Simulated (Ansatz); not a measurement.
# C₂H₅O (doublet): the correlation ladder, cc-pVDZ

An exercise on one series of results from a longer session: the logs are not shown, and one member is left open.

Program: Ansatz 0.2.0, Gaussian basis. Level of theory: cc-pVDZ, core rule «outside noble gas», up to 3 orbitals frozen. These are calculated values, not measurements.

Plan: UHF; CCSD(T) on ROHF; CCSD(T) on UHF; BCCD(T) on ROHF; CISD; CCSDT(Q) on ROHF; CCSDT(Q) on UHF; CASSCF and MRCISD+Q, 9 electrons in 9 orbitals; CASSCF and NEVPT2, 9 electrons in 9 orbitals.

18 further runs of the same task are left out: 1 that didn't finish, 17 set aside as unsound or not needed.

**The geometry**

The geometry is an MP2(full)/6-31G* stationary point (not a proven minimum).

8 atoms, charge 0, spin multiplicity 2.

Atoms are counted from 1 here; the program's logs count them from 0.

Bond lengths: C1–C2 1.532 Å, C1–H6 1.092 Å, C1–H7 1.091 Å, C1–H8 1.091 Å, C2–O3 1.390 Å, C2–H4 1.098 Å, C2–H5 1.098 Å. Angles: C2–C1–H6 109.3°, C2–C1–H7 110.3°, C2–C1–H8 110.3°, H6–C1–H7 109.0°, H6–C1–H8 109.0°, H7–C1–H8 109.0°, C1–C2–O3 106.0°, C1–C2–H4 109.6°, C1–C2–H5 109.6°, O3–C2–H4 111.0°, O3–C2–H5 111.0°, H4–C2–H5 109.5°.

The first run:

in.yaml reads:

```yaml
crystal:
  periodic: [false, false, false]
  atoms:
    - {symbol: C, position_ang: [1.093710, -0.571095, 0.000000]}
    - {symbol: C, position_ang: [0.088953, 0.585859, 0.000000]}
    - {symbol: O, position_ang: [-1.171109, -0.002103, 0.000000]}
    - {symbol: H, position_ang: [0.235909, 1.201849, 0.896529]}
    - {symbol: H, position_ang: [0.235909, 1.201849, -0.896529]}
    - {symbol: H, position_ang: [2.108316, -0.166932, 0.000000]}
    - {symbol: H, position_ang: [0.958293, -1.189664, 0.888071]}
    - {symbol: H, position_ang: [0.958293, -1.189664, -0.888071]}
basis:
  gaussian: {orbitals: cc-pVDZ}
magnetization: {spin_polarized: true, initial_magnetization: 1}
hamiltonian: {xc: hf}
output: {orbitals: {seedname: orbitals}}
```

Launch:

```bash
> ansatz run in.yaml --threads 1 --pin off --events-out ev --progress --plain --max-ram 4096MiB --backend cpu
```

Steps of the session up to this table: UHF; CCSD(T) on ROHF; CCSD(T) on UHF; BCCD(T) on ROHF; CISD; CCSDT(Q) on ROHF; CCSDT(Q) on UHF; CASSCF and MRCISD+Q, 9 electrons in 9 orbitals; CASSCF and NEVPT2, 9 electrons in 9 orbitals.

One of the session's tables, all rows but one given; the rest of the session is left out.

| method | from UCCSDT(Q) (meV) |
| --- | --- |
| ROHF | ? |
| UHF | +13242.2 |
| RMP2 | +1571.3 |
| UMP2 | +1574.6 |
| CISD | +1792.4 |
| RCCSD | +361.2 |
| UCCSD | +359.0 |
| RCCSD(T) | +45.2 |
| UCCSD(T) | +44.9 |
| BCCD(T) | +43.7 |
| RCCSDT | +21.2 |
| UCCSDT | +20.5 |
| RCCSDT(Q) | +1.4 |
| UCCSDT(Q) | 0 |

Estimate the missing values for ROHF.

The run gave: from UCCSDT(Q) (meV): +13367.5. In the column «from UCCSDT(Q) (meV)» it is the highest.

Caveats from the session: Left out of the table: CASSCF frontier, MRCISD frontier, MRCISD+Q frontier (the active space lost an orbital or holds another state than full CI finds). Restricted and unrestricted rows rest on different reference determinants; where their highest levels disagree by more than a few hundredths of an eV, they describe different states and don't form one ladder. Warnings in the runs' records: passed over end.
